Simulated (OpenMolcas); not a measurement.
**A ladder of methods for PH (SMILES [PH])**

PH has 2 atoms, charge 0, and is taken as a triplet. SMILES: `[PH]`. The shape is that of a GFN2-xTB optimisation.

```jsonl
{"atom": "P", "x (Å)": "0.0000", "y (Å)": "0.0000", "z (Å)": "0.0000"}
{"atom": "H", "x (Å)": "0.0000", "y (Å)": "0.0000", "z (Å)": "1.3991"}
```

Quantity: the energy change with the P1–H2 bond stretched from 1.399 to 2.500 Å, in eV. The values are calculated.

```
                                          level                kind     program  value (eV)  CPU time (all runs)
              ROHF/6-31G* (spherical functions)        Hartree–Fock  OpenMolcas        3.54                5.1 s
          U-r2SCAN/6-31G* (spherical functions)            meta-GGA  OpenMolcas        2.51                 13 s
            UB3LYP/6-31G* (spherical functions)       global hybrid  OpenMolcas        2.59                 11 s
           UM06-2X/6-31G* (spherical functions)     hybrid meta-GGA  OpenMolcas           ?                 12 s
             UPBE0/6-31G* (spherical functions)       global hybrid  OpenMolcas           ?                 10 s
MC-PDFT[tPBE](6,5)/6-31G* (spherical functions)      multireference  OpenMolcas        2.44                4.7 s
         MRCI(6,5)/6-31G* (spherical functions)      multireference  OpenMolcas        2.11                4.7 s
               FCI/6-31G* (spherical functions)  exact in the basis  OpenMolcas        2.11                 13 s
```

Problem. Estimate the missing values from the other rows.

Solution. As computed at these levels: UM06-2X/6-31G* (spherical functions): 2.69 eV; UPBE0/6-31G* (spherical functions): 2.61 eV. The first shape isn't each level's own minimum. The values span 2.11 to 3.54 eV. Spin contamination of the reference (⟨S²⟩ at least 0.1 too high) touches U-r2SCAN/6-31G*, UB3LYP/6-31G*, UM06-2X/6-31G*, UPBE0/6-31G*. Times are those of the runs behind each value, whatever else they computed, on shared processors of several kinds: orders of magnitude only.
